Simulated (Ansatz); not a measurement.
Ansatz input

```yaml
crystal:
  lattice:
    - [0.0, 1.9202770907, 1.9202770907]
    - [1.9202770907, 0.0, 1.9202770907]
    - [1.9202770907, 1.9202770907, 0.0]
  atoms:
    - { symbol: Pd, position: [0.0, 0.0, 0.0], spin: 0.5 }
hamiltonian:
  xc: lda
  pseudopotentials:
    kind: paw
    azcp:
      Pd: "pseudopotentials/Pd.paw.azcp"
basis:
  ecutwfc: 420
  fft_grid_basis: typed
kpoints:
  mp_grid: { grid: [23, 23, 23], shift: [0, 0, 0] }
magnetization:
  spin_polarized: true
scf:
  occupations: { method: fermi_dirac, width: 0.05 }
```

and its output:

```
Warning: the record states the generating functional pbe (its physics header spells it `PBE`), which answers neither for hamiltonian.xc's functional nor for the lda family's — results may be inconsistent (PPs are generated against a specific XC)
Engine: ansatz 0.2.0, aarch64-unknown-linux-gnu
Pseudopotentials: kind: paw
Pseudopotential: Pd, paw, valence charge 18, recommended cutoff 420 eV (normal) 
Functional definition: SPW92
  exchange = slater_x
  correlation = pw_c
Crystal: 1 atoms, lattice volume = 14.162 Å³
Basis set: ecut = 420 eV, 283 PW (Γ)
Bands: 14, of which v1, the nominal top of the filled ones, is band 9 counted from 1 (8 counted from 0)
Symmetry: 48 space group operations
Space group: Fm-3m (ITA 225), of the structure as read, at distance tolerance 2.4e-5 Å
Magnetic group: BNS 225.116 (UNI 1618), of the structure as read, at distance tolerance 2.4e-5 Å
k-points: 364 of 12167
Non-local potential: Pd, projectors of the file, l = 0: 2, l = 1: 2, l = 2: 2, l = 3: 1
PAW form: soft (Blöchl's): semilocal exchange-correlation on the pseudo side does not see the compensation charge
PAW frozen core: Pd, regenerated for the run's functional, and the local potential with it (the file was generated under x = pbe(κ = 0.804, μ = 0.2195149727645171), c = pbe(β = 0.06672455060314922))
PAW one-centre angular grid: Pd, 590 points (default); XC on 64 Gauss nodes
Initial density: superposition of atomic densities (chi_scale 0.1, normalization cell)
Starting moments: Σ|m| = 0.5 μB on 1 of 1 site
Initial wavefunctions: pseudopotential atomic-orbital guess
Functional: x = slater, c = lda
SCF iter   1: F=—  HF=-6845.801350 eV  |F-HF|=—  |Δ(HF+E_count)|=         —  Δρ=9.75e-2 (↑9.75e-2 ↓7.83e-2)  dr2=4.17e0  dr2_m=2.59e-2  M=0.313 μB ∫|m|=0.318 μB  β_m=0.30  ethr=3.10e-3  ⟨swp⟩=5.5  Hψ=55004  notcnv=0
SCF iter   2: F=—  HF=-6845.007287 eV  |F-HF|=—  |Δ(HF+E_count)|=   7.94e-1  Δρ=5.89e-2 (↑5.89e-2 ↓4.51e-2)  dr2=1.42e0  dr2_m=1.70e-2  M=0.284 μB ∫|m|=0.294 μB  β_m=0.30  ethr=3.10e-3  ⟨swp⟩=2.6  Hψ=21914  notcnv=0  defer=369
spin-set hold released at iteration 2 (site moments show no strong build): the magnetisation degrees of freedom join the quasi-Newton model from the next iteration; the mixer history was kept
SCF iter   3: F=—  HF=-6844.592485 eV  |F-HF|=—  |Δ(HF+E_count)|=   4.15e-1  Δρ=1.89e-2 (↑1.36e-2 ↓1.89e-2)  dr2=4.19e-2  dr2_m=9.24e-3  M=0.273 μB ∫|m|=0.285 μB  β_m=0.30  ethr=3.10e-3  ⟨swp⟩=2.1  Hψ=17283  notcnv=0  defer=369
SCF iter   4: F=—  HF=-6844.586276 eV  |F-HF|=—  |Δ(HF+E_count)|=   6.21e-3  Δρ=9.40e-3 (↑9.40e-3 ↓8.40e-3)  dr2=7.65e-4  dr2_m=1.01e-2  M=0.276 μB ∫|m|=0.286 μB  β_m=0.65  ethr=2.33e-4  ⟨swp⟩=2.0  Hψ=25022  notcnv=0  defer=413
SCF iter   5: F=—  HF=-6844.590011 eV  |F-HF|=—  |Δ(HF+E_count)|=   3.73e-3  Δρ=5.94e-3 (↑5.58e-3 ↓5.94e-3)  dr2=3.38e-5  dr2_m=4.29e-3  M=0.239 μB ∫|m|=0.250 μB  β_m=0.82  ethr=4.25e-6  ⟨swp⟩=2.3  Hψ=14940  notcnv=0  defer=413
SCF iter   6: F=—  HF=-6844.592397 eV  |F-HF|=—  |Δ(HF+E_count)|=   2.39e-3  Δρ=3.14e-3 (↑3.14e-3 ↓2.30e-3)  dr2=1.13e-4  dr2_m=9.54e-4  M=0.162 μB ∫|m|=0.172 μB  β_m=0.91  ethr=1.88e-7  ⟨swp⟩=2.5  Hψ=16559  notcnv=0  defer=413
SCF iter   7: F=—  HF=-6844.593613 eV  |F-HF|=—  |Δ(HF+E_count)|=   1.22e-3  Δρ=9.09e-4 (↑5.14e-4 ↓9.09e-4)  dr2=2.29e-5  dr2_m=6.40e-5  M=0.049 μB ∫|m|=0.052 μB  β_m=0.96  ethr=1.88e-7  ⟨swp⟩=2.4  Hψ=17250  notcnv=0  defer=413
SCF iter   8: F=—  HF=-6844.593711 eV  |F-HF|=—  |Δ(HF+E_count)|=   9.83e-5  Δρ=1.57e-4 (↑1.57e-4 ↓1.44e-4)  dr2=2.31e-7  dr2_m=2.61e-6  M=0.010 μB ∫|m|=0.010 μB  β_m=0.98  ethr=1.27e-7  ⟨swp⟩=2.1  Hψ=15832  notcnv=0  defer=413
SCF iter   9: F=—  HF=-6844.593715 eV  |F-HF|=—  |Δ(HF+E_count)|=   4.05e-6  Δρ=6.08e-6 (↑1.97e-6 ↓6.08e-6)  dr2=2.67e-9  dr2_m=8.86e-10  M=-0.000 μB ∫|m|=0.000 μB  β_m=0.97  ethr=5.56e-10  ⟨swp⟩=3.0  Hψ=23455  notcnv=0
SCF iter  10: F=—  HF=-6844.593715 eV  |F-HF|=—  |Δ(HF+E_count)|=  5.18e-10  Δρ=1.48e-6 (↑1.48e-6 ↓1.22e-6)  dr2=1.34e-11  dr2_m=2.23e-10  M=0.000 μB ∫|m|=0.000 μB  β_m=0.99  ethr=1.48e-11  ⟨swp⟩=2.0  Hψ=19807  notcnv=0
SCF iter  11: F=-6844.593715 eV  HF=-6844.593715 eV  |F-HF|=0.00e0  |Δ(HF+E_count)|=  3.63e-10  Δρ=7.63e-8 (↑7.63e-8 ↓5.61e-8)  dr2=1.08e-13  dr2_m=5.07e-13  M=0.000 μB ∫|m|=0.000 μB  ethr=1.00e-12  ⟨swp⟩=2.2  Hψ=19946  notcnv=0
SCF 1 converged in 11 iterations: F = -6844.593715 eV  dr2 = 1.08e-13
WARN: the starting moments were not kept: the SCF closed with an absolute magnetisation of 4.8e-6 μB, where they sum to 0.5 μB in size (1 site). That is at most 0.1 of that sum. Measured as dr2_m measures the in/out step, that magnetisation stands 1.8e-11 eV from none, at or under the dr2_threshold of 1.0e-7 eV: it is no larger than a step whose dr2_m would equal this threshold. The system may hold no moment; this SCF shows only that its start led to no more than that. To try another start: raise the starting moments (crystal.atoms[].spin, magnetization.per_species, magnetization.initial_magnetization, or on a non-collinear deck that types none of these the spinor_matrix: blocks that start its atoms; where the total moment is fixed, keep their sum and leave initial_magnetization as it is; typed ones take the place of any that the run laid by itself, positive ones on a crystal's lanthanoids without a Hubbard term where scf.initial_density.shell_occupations: [] is typed) or, if the notice of its spin-set hold's release reads "site moments contracting" or "site moments show no strong build", lengthen the hold (scf.mixing.spin_hold: { on: { confirm: 4 } }; for m-r²SCAN on two components see the key's manual first). Each may lead to a state that holds a moment. A second SCF, from the converged charge density, with the starting moments and any scf.initial_density.shell_occupations laid on it anew, would have followed, and was not run: the deck does not ask for one (magnetization.retry_lost_moments is false, the default). To let it run, set magnetization.retry_lost_moments: true and run the deck again, where that key's refused combinations let it; where memory then withholds it, that run's warning says so.
SCF converged after 11 iterations
Magnetization: 0.0000 μB (9.0000 up, 9.0000 down)
Absolute magnetization: 0.0000 μB (∫|ρ↑−ρ↓|, with the PAW one-centre terms)
Spin contamination: 0.0000 ħ² per cell (⟨S²⟩ above its minimum at these occupations)
Per-site moments (μB) at R_I (Å): [(4.791305128841175e-6, 1.1202187858876946)]
Free energy (F): -6844.593715 eV
Harris-Foulkes:  -6844.593715 eV  (|F-HF|=0.00e0)
Internal energy: -6844.575630 eV  (E = F + TS)
E sigma→0 (E₀):  -6844.584673 eV
Entropy (-TS):   -0.018086 eV (-18.086 meV/atom)
Fermi energy:    20.569879 eV
--- Per-component energies (eV) ---
  E_band       = -125.072744
  E_kinetic    = 514.307436
  E_local      = -1694.790998  (includes V_loc(G=0)·N_el)
  E_nonlocal   = 222.733403
  E_hartree    = 688.193751
  E_xc         = -168.184947
  E_vxc        = -211.991721  (∫ρ·V_xc dr)
  E_paw        = -3622.681963  (= ΣΔE_a)
  E_vpaw       = -331.718569  (= ΣTr[D̂ρ^β])
  E_aug_tail   = 0.000191  (compensation charges beyond the density's cutoff)
  E_ewald      = -2784.833235
  E_core_change = 0.680734  (= ΣΔE_core)
  E_smearing   = -0.018086  (= −TS)
  E_closure    = -0.000000  (closes the sum)
  Σ components = -6844.593715   (vs F -6844.593715, Δ=0.00e0)
```
